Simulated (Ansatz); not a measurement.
Cost against result

Saddle point of Si2H8S, singlet (Si₂H₆S ([SiH3][SiH2][SH]) + H₂ → Si₂H₆ ([SiH3][SiH3]) + H₂S; bonds formed: Si1–H7, S2–H6; bonds broken: Si1–S2, H6–H7), PBE0-D4/def2-TZVP structure:

Si1  (-0.801, -0.241, 0.298)
S2  (0.817, -1.641, -1.056)
H3  (-1.839, -0.637, -0.694)
H4  (-1.639, -0.050, 1.532)
Si5  (0.464, 1.654, -0.192)
H6  (0.577, -1.436, 0.646)
H7  (0.187, -1.071, 1.440)
H8  (-0.004, -2.704, -1.060)
H9  (0.346, 1.931, -1.645)
H10  (0.010, 2.834, 0.589)
H11  (1.883, 1.360, 0.141)
(Å)

Barriers are electronic and count from the start structure reached by relaxing down the imaginary mode.

Program: Ansatz 0.2.0. Basis: as named in each row. Cores are frozen in the correlated methods. B3LYP uses VWN-RPA correlation. Extrapolation: Hartree–Fock as exp(−7.88 √X), correlation as X^−2.97.

Times are rough, for one single point on 4 threads of a shared host (Arm Neoverse V2).

The estimate by CCSD(T) at an estimated basis limit (MP2 extrapolated from triple and quadruple zeta, plus CCSD(T) − MP2 in triple zeta) is 57.93 kcal/mol.

| method | basis | time (s) | barrier (kcal/mol) | method less estimate |
| --- | --- | --- | --- | --- |
| HF | STO-3G | under 1 | 126.51 | 68.59 |
| PBE-D4 | STO-3G | under 1 | 81.73 | 23.81 |
| SPW92 | def2-SVP | under 1 | 39.62 | -18.31 |
| B3LYP-D4 | 6-31G | under 1 | 64.38 | 6.45 |
| PBE-D4 | def2-SVP | under 1 | 46.72 | -11.20 |
| PBE0-D4 | def2-SVP | under 1 | 51.40 | -6.53 |
| SPW92 | def2-TZVPP | under 1 | 40.38 | -17.55 |
| CCSD(T) | def2-SVP | 1 | 61.19 | 3.27 |
| PBE-D4 | def2-TZVPP | 1 | 47.90 | -10.03 |
| BLYP-D4 | def2-TZVPP | 1 | 52.34 | -5.58 |
| B3LYP-D4 | def2-TZVPP | 2 | 55.47 | -2.46 |
| BHLYP-D4 | def2-TZVPP | 2 | 60.55 | 2.63 |
| PBE0-D4 | def2-TZVPP | 2 | 52.23 | -5.70 |
| CAM-B3LYP-D4 | def2-TZVPP | 2 | 57.77 | -0.16 |
| r2SCAN-D4 | def2-TZVPP | 3 | 51.81 | -6.12 |
| RPA on PBE | def2-TZVPP | 3 | 58.32 | 0.39 |
| r2SCAN0-D4 | def2-TZVPP | 3 | 54.60 | -3.33 |
| wB97M-V | def2-SVP | 3 | 55.28 | -2.65 |
| B2PLYP | def2-TZVPP | 3 | 57.87 | -0.05 |
| PBE-QIDH | def2-TZVPP | 3 | 56.56 | -1.37 |
| wB97X-V | def2-TZVPP | 6 | 58.61 | 0.68 |
| B97M-V | def2-TZVPP | 6 | 53.95 | -3.98 |
| wB97M-V | def2-TZVPP | 6 | 57.02 | -0.90 |
| MP2 | def2-QZVPP | 12 | 58.14 | 0.21 |
| CCSD(T) | def2-TZVPP | 39 | 58.77 | 0.85 |

All methods are single points on the PBE0-D4 structures.

T1 diagnostic: at most 0.015.

Labels in which every atom is bracketed show which atoms are joined, not bond orders.
